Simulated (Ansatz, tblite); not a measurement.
# The cluster Zn₂O+: rung by rung

An exercise on one series of results from a longer session: the logs are not shown, and one member is left open.

Computed with Ansatz 0.2.0, Gaussian basis. Level: as each input shows.

The runs, in order: GFN1-xTB, GFN2-xTB, PBE-D4/def2-TZVP, r2SCAN-D4/def2-TZVP, HSE06-D4/def2-TZVP, ωB97X-V/def2-TZVP, BHLYP-D4/def2-TZVP, B2PLYP/def2-TZVP, PBE-QIDH/def2-TZVP, PBE+5HF/def2-TZVP, PBE+10HF/def2-TZVP, PBE+15HF/def2-TZVP, PBE+35HF/def2-TZVP, PBE+50HF/def2-TZVP, PBE-D4/def2-SVP, PBE0-D4/def2-SVP, HF/STO-3G, CCSD(T)/def2-TZVPP, MP2/def2-TZVP, RPA/def2-TZVP.

1 further run of the same task is left out (set aside as unsound or not needed). Runs told in other sessions of the task aren't counted.

### The structure

The doublet was relaxed beforehand with PBE-D4/def2-TZVP. At that level it is the lowest of the isomers that a small search found.

3 atoms, charge 1, spin multiplicity 2.

Bond lengths: Zn1–O3 1.798 Å, Zn2–O3 1.798 Å. Angles: Zn1–O3–Zn2 141.8°.

The ion is computed in the gas phase, without counter-ions or solvent.

PBE0-D4/def2-TZVP was run before; its log isn't repeated, and its numbers join the tables.

The first run:

Tight binding, by tblite at 300 K electronic temperature and without a spin-polarisation term:

```python
tblite.interface.Calculator('GFN1-xTB', numbers, positions, charge=1, uhf=1).singlepoint()
```

Tight binding, by tblite at 300 K electronic temperature and without a spin-polarisation term:

```python
tblite.interface.Calculator('GFN2-xTB', numbers, positions, charge=1, uhf=1).singlepoint()
```

start.molden holds the orbitals of an earlier run on this state, given as this run's starting guess.

Contents of in.yaml:

```yaml
crystal:
  periodic: [false, false, false]
  atoms:
    - {symbol: Zn, position_ang: [-0.550835, 0.775036, 1.421668]}
    - {symbol: Zn, position_ang: [0.888225, -0.799405, -1.223623]}
    - {symbol: O, position_ang: [-0.337390, 0.024370, -0.198045]}
basis:
  gaussian: {orbitals: def2-TZVP, initial_orbitals: start.molden}
total_charge: 1
magnetization: {spin_polarized: true, initial_magnetization: 1}
hamiltonian: {xc: pbe, dispersion: d4}
scf: {omitted_lower_state_checks: [starts]}
output: {orbitals: {seedname: orbitals}}
```

On the command line:

```
$ ansatz run in.yaml --threads 4 --pin off --events-out ev --progress --plain --max-ram 3916MiB
```

Steps of the session up to this table: PBE-D4/def2-TZVP; r2SCAN-D4/def2-TZVP; HSE06-D4/def2-TZVP; ωB97X-V/def2-TZVP; BHLYP-D4/def2-TZVP; B2PLYP/def2-TZVP; PBE-QIDH/def2-TZVP; PBE+5HF/def2-TZVP; PBE+10HF/def2-TZVP; PBE+15HF/def2-TZVP; PBE+35HF/def2-TZVP; PBE+50HF/def2-TZVP; PBE-D4/def2-SVP; PBE0-D4/def2-SVP; HF/STO-3G; CCSD(T)/def2-TZVPP; MP2/def2-TZVP; RPA/def2-TZVP.

One of the session's tables, all rows but one given; the rest of the session is left out.

It belongs to the step «Levels side by side». 

```
              level  HOMO (eV)  LUMO (eV)  gap (eV)
          HF/STO-3G     -10.47      -2.30      8.17
    PBE-D4/def2-SVP     -10.42      -9.71      0.71
   PBE-D4/def2-TZVP     -10.84     -10.13      0.71
r2SCAN-D4/def2-TZVP     -11.01     -10.06      0.95
   PBE0-D4/def2-SVP     -10.86      -8.91      1.95
  PBE0-D4/def2-TZVP     -11.22      -9.25      1.96
 HSE06-D4/def2-TZVP     -10.85      -9.57      1.28
 BHLYP-D4/def2-TZVP     -11.59      -8.57      3.03
  ωB97X-V/def2-TZVP     -12.56      -7.64      4.92
  PBE+5HF/def2-TZVP     -10.92      -9.89      1.03
 PBE+10HF/def2-TZVP     -11.00      -9.66      1.34
 PBE+15HF/def2-TZVP     -11.07      -9.52      1.55
 PBE+35HF/def2-TZVP          ?          ?         ?
 PBE+50HF/def2-TZVP     -11.58      -8.59      2.99
```

Q: Estimate the row for PBE+35HF/def2-TZVP from the others.

The run gave: HOMO (eV): -11.36; LUMO (eV): -8.99; gap (eV): 2.38. In the column «HOMO (eV)» it lies between PBE+50HF/def2-TZVP (-11.58) and PBE0-D4/def2-TZVP (-11.22).

Limits of these values: Doubts: state flagged by the program, spin contamination. Notes on CCSD(T)/def2-TZVPP: spin contamination, state flagged by the program.
